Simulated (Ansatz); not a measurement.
Stepwise reaction of `[NH2][AlH][NH2]` with water, as a gas-phase model of exchange steps in deposition or etching. ΔE in kJ/mol; ΔG adds harmonic PBE0-D4 terms to CCSD(T)/CBS, at 1 bar.

Isolated molecules relaxed with PBE0-D4/def2-TZVP in Ansatz; ΔE leaves out vibrations. CCSD(T)/CBS is the MP2 limit (def2-TZVPP, def2-QZVPP) plus CCSD(T) − MP2 in def2-TZVPP, frozen cores. This one scheme is used for every species. Functionals use def2-TZVPP. B3LYP here is the variant with VWN-RPA as its local correlation; programs differ in this. One conformer a species, not always the lowest.

```json
{"step": "1", "reaction": "`[NH2][AlH][NH2]` + H₂O → `[NH2][AlH][OH]` + NH₃", "PBE-D4": "-48.2", "B3LYP-D4": "-50.8", "ωB97M-V": "-50.0", "CCSD(T)/CBS": "-47.7", "ΔG(600 K)": "-46.7"}
```

Question: Give the row of step 2, `[NH2][AlH][OH]` + H₂O → `[OH][AlH][OH]` + NH₃. (Best estimate.)

Answer: The calculation gave: 
```
step                                        reaction  PBE-D4  B3LYP-D4  ωB97M-V  CCSD(T)/CBS  ΔG(600 K)
   2  `[NH2][AlH][OH]` + H₂O → `[OH][AlH][OH]` + NH₃   -45.1     -47.9    -47.2        -44.8      -38.0
```

Question: By hand: ΔE of the 2 steps together at CCSD(T)/CBS.

Answer: (-47.7) + (-44.8) = -92.5 kJ/mol, or -46.2 kJ/mol a step.

In ΔE the steps differ by no more than 2.9 kJ/mol. All are downhill at CCSD(T)/CBS. ΔG lies between -46.7 and -38.0 kJ/mol a step. PBE-D4 differs from CCSD(T)/CBS by -0.5 to -0.3 kJ/mol a step. Isolated molecules leave out the surface, adducts and barriers. Largest T1 diagnostic: 0.012.
